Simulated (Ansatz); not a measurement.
Relaxation of the cluster Mg₂Al with UKS r2SCAN-D4/def2-TZVP.

```sh
$ ansatz run in.yaml --threads 4 --pin off --events-out ev --progress --plain --max-ram 3916MiB
```

```yaml
crystal:
  periodic: [false, false, false]
  atoms:
    - {symbol: Al, position_ang: [-0.392778, 1.122934, -0.917507]}
    - {symbol: Mg, position_ang: [1.544647, 0.138741, 0.738496]}
    - {symbol: Mg, position_ang: [-1.151868, -1.261675, 0.179001]}
basis:
  gaussian: {orbitals: def2-TZVP}
magnetization: {spin_polarized: true, initial_magnetization: 3}
hamiltonian: {xc: r2scan, dispersion: d4}
scf: {omitted_lower_state_checks: [starts]}
output: {orbitals: {seedname: orbitals}}
relax: {f_tol: 0.02, max_steps: 100}
```

It took 29 s on 4 threads of AMD EPYC 7B13 on a shared host.

Positions (Å) and forces (eV/Å) at steps 1, 2, 3, 4, 5 of 5:

```xyz
3
step=1 energy=-17481.0023 eV
Al   -0.393    1.123   -0.918   -0.108    0.268   -0.227
Mg    1.545    0.139    0.738   -0.120   -0.233    0.083
Mg   -1.152   -1.262    0.179    0.228   -0.035    0.144
3
step=2 energy=-17481.0697 eV
Al   -0.409    1.166   -0.954   -0.095    0.330   -0.258
Mg    1.499    0.088    0.746   -0.241   -0.300    0.060
Mg   -1.090   -1.254    0.208    0.336   -0.030    0.198
3
step=3 energy=-17481.1643 eV
Al   -0.456    1.296   -1.061    0.002    0.002    0.000
Mg    1.370   -0.057    0.768    0.305    0.159    0.063
Mg   -0.914   -1.240    0.293   -0.306   -0.161   -0.062
3
step=4 energy=-17481.1793 eV
Al   -0.449    1.283   -1.048   -0.002    0.005   -0.004
Mg    1.419   -0.021    0.771   -0.065   -0.037   -0.011
Mg   -0.970   -1.263    0.277    0.067    0.032    0.015
3
step=5 energy=-17481.1803 eV
Al   -0.451    1.287   -1.052    0.000    0.001   -0.001
Mg    1.409   -0.028    0.771   -0.006   -0.004   -0.001
Mg   -0.959   -1.259    0.280    0.006    0.003    0.002
```

At r2SCAN-D4/def2-TZVP a doublet of charge 0 lies 1.04 eV below the quartet, each at its own geometry. The structure comes from a short search, and lower isomers may exist.
